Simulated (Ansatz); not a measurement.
# SiC (triplet): the correlation ladder, 6-31G

Aim: climb from Hartree-Fock through coupled cluster and multireference methods for SiC (triplet) at one geometry and basis, and see what each rung misses.

The runs use Ansatz 0.2.0, Gaussian basis; 6-31G, core rule «outside noble gas», up to 6 orbitals frozen.

Plan: UHF; CCSD(T) on ROHF; CCSD(T) on UHF; BCCD(T) on ROHF; CISD; CCSDT(Q) on ROHF; CCSDT(Q) on UHF; CISDTQ; CCSDTQ on ROHF; CCSDTQ on UHF; CASSCF and MRCISD+Q, 8 electrons in 8 orbitals; CASSCF and MRCISD+Q(relaxed), 8 electrons in 8 orbitals; CASSCF and NEVPT2, 8 electrons in 8 orbitals; Full CI; Full CI, several states.

20 further runs of the same task are left out: 9 that didn't finish, 11 set aside as unsound or not needed.

### Step 1. What is computed

The geometry is a PBE0/def2-TZVP stationary point (not a proven minimum).

2 atoms, charge 0, spin multiplicity 3.

Atoms are counted from 1 here; the program's logs count them from 0.

Bond lengths: Si1–C2 1.710 Å.

Geometry (Å):

```xyz
2

Si    0.0000    0.0000    0.0000
C     0.0000    0.0000    1.7100
```

### Step 2. UHF

Contents of in.yaml:

```yaml
crystal:
  periodic: [false, false, false]
  atoms:
    - {symbol: Si, position_ang: [0.000000, 0.000000, 0.000000]}
    - {symbol: C, position_ang: [0.000000, 0.000000, 1.709998]}
basis:
  gaussian: {orbitals: 6-31G}
magnetization: {spin_polarized: true, initial_magnetization: 2}
hamiltonian: {xc: hf}
output: {orbitals: {seedname: orbitals}}
```

Command:

```bash
$ ansatz run in.yaml --threads 1 --pin off --events-out ev --progress --plain --max-ram 2393MiB
```

Further steps of the session: CCSD(T) on ROHF; CCSD(T) on UHF; BCCD(T) on ROHF; CISD; CCSDT(Q) on ROHF; CCSDT(Q) on UHF; CISDTQ; CCSDTQ on ROHF; CCSDTQ on UHF; CASSCF and MRCISD+Q, 8 electrons in 8 orbitals; CASSCF and MRCISD+Q(relaxed), 8 electrons in 8 orbitals; CASSCF and NEVPT2, 8 electrons in 8 orbitals; Full CI; Full CI, several states.

Before running them: what should the planned runs give, taken together? Wanted: FCI below the RHF energy; RMP2 from FCI; UMP2 from FCI; RCCSD from FCI; RCCSD(T) from FCI; UCCSD(T) from FCI; RCCSDT(Q) from FCI; UCCSDT(Q) from FCI; NEVPT2 valence from FCI.

**Answer**, as computed:

```
                          quantity                                                                                                                        value
          FCI below the RHF energy                                                                                                                   -3.8407 eV
                     RMP2 from FCI                                                                                                              +20.84 kcal/mol
                     UMP2 from FCI                                                                                                              +28.80 kcal/mol
                    RCCSD from FCI                                                                                                               +4.72 kcal/mol
                 RCCSD(T) from FCI                                                                                                               +1.41 kcal/mol
                 UCCSD(T) from FCI                                                                                                               +1.71 kcal/mol
                RCCSDT(Q) from FCI                                                                                                               +0.13 kcal/mol
                UCCSDT(Q) from FCI                                                                                                               +0.26 kcal/mol
           NEVPT2 valence from FCI                                                                                                               +6.78 kcal/mol
         MRCISD+Q valence from FCI                                                                                                               +0.24 kcal/mol
MRCISD+Q(relaxed) valence from FCI                                                                                                               -0.07 kcal/mol
 levels within 1 kcal/mol (43 meV)  RCCSDT, UCCSDT, CISDTQ, RCCSDT(Q), UCCSDT(Q), RCCSDTQ, UCCSDTQ, MRCISD valence, MRCISD+Q valence, MRCISD+Q(relaxed) valence
                     T1 diagnostic                                                                                                                        0.060
    effectively unpaired electrons                                                                                                                         2.19
```

RCCSD(T) lands +1.41 kcal/mol from the yardstick (1.6 % of the correlation energy). MRCISD+Q(relaxed) valence falls below full CI: the +Q correction isn't variational, and the cores differ from full CI's. The occupations are near whole numbers, but T1 = 0.060 shows that the orbitals relax strongly. Of the multireference levels listed MRCISD+Q(relaxed) valence comes nearest in total energy (-0.07 kcal/mol), which doesn't show that its space is the better one. The next state among those solved, a triplet, lies 1.18 eV up. These misses are within one basis, not against nature; the frozen cores of restricted and unrestricted runs differ, which can shift their rows.
